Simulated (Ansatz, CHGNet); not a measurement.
Lattice parameter a (Å) of 28 elemental solids other than molecular ones, computed with the machine-learned potential CHGNet-r²SCAN (trained on r²SCAN data) and with r²SCAN (PAW; Ansatz, a first-principles code). The set holds measured phases with no doubt noted on the run or the magnetic state but for the caveats below. 19 more of the class have both values but aren't in it, for one of these reasons: built or high-temperature cells, doubts on the run or the magnetic state, unlike cells, values of zero, layered or molecular crystals, cells that aren't cubic. Solids without a value at one level (not run, failed, or a magnetic order lost), or held back for tests, aren't counted.

All rows, in order of the shift (worked out from unrounded values):

```
solid                 CHGNet-r²SCAN  r²SCAN  shift (%)
--------------------  -------------  ------  ---------
bcc Cs                        6.461   6.273      -2.92
bcc Na                        4.260   4.223      -0.86
bcc Nb                        3.320   3.303      -0.51
bcc Ta                        3.321   3.305      -0.49
grey tin (α-Sn)               6.590   6.566      -0.37
bcc Ba                        5.086   5.070      -0.31
fcc Au                        4.136   4.125      -0.27
fcc Ca                        5.582   5.568      -0.25
fcc Ir                        3.853   3.844      -0.23
fcc Pd                        3.916   3.908      -0.19
fcc Rh                        3.806   3.800      -0.16
fcc Ag                        4.110   4.104      -0.16
diamond-structure Ge          5.682   5.675      -0.13
fcc Pt                        3.945   3.940      -0.12
bcc Mo                        3.154   3.151      -0.11
bcc Fe                        2.868   2.866      -0.09
bcc W                         3.171   3.169      -0.07
fcc Ni                        3.480   3.478      -0.06
fcc Cu                        3.578   3.577      -0.03
diamond                       3.559   3.560      +0.02
diamond-structure Si          5.441   5.444      +0.06
bcc V                         2.979   2.982      +0.12
fcc Pb                        4.988   4.994      +0.12
fcc Al                        3.986   3.992      +0.15
fcc Sr                        6.090   6.101      +0.18
bcc K                         5.307   5.348      +0.77
bcc Rb                        5.653   5.747      +1.67
bcc Li                        3.413   3.477      +1.86
```

The shift from CHGNet-r²SCAN to r²SCAN has a median of -0.12 %, and eight in ten lie between -0.50 % and +0.36 %; r²SCAN is the larger in 9 of 28.

Ansatz's runs of these crystals have no spin polarisation, but for bcc Fe, fcc Ni. Meta-GGA and hybrid levels favour moments, which can bear on fcc Pd, bcc Fe, bcc V, fcc Pt, fcc Rh, fcc Ni.

Density-functional runs with spin start from parallel moments for bcc Fe, parallel moments for fcc Ni.

Spin–orbit coupling is left out, also for the solids with elements from indium on (bcc Ta, fcc Pt, bcc Ba, grey tin (α-Sn), bcc W, fcc Ir, bcc Cs, fcc Pb, fcc Au); its size isn't shown.

Ansatz's density-functional and Hartree–Fock values are scalar-relativistic unless marked +SOC, with PAW data made under PBE.
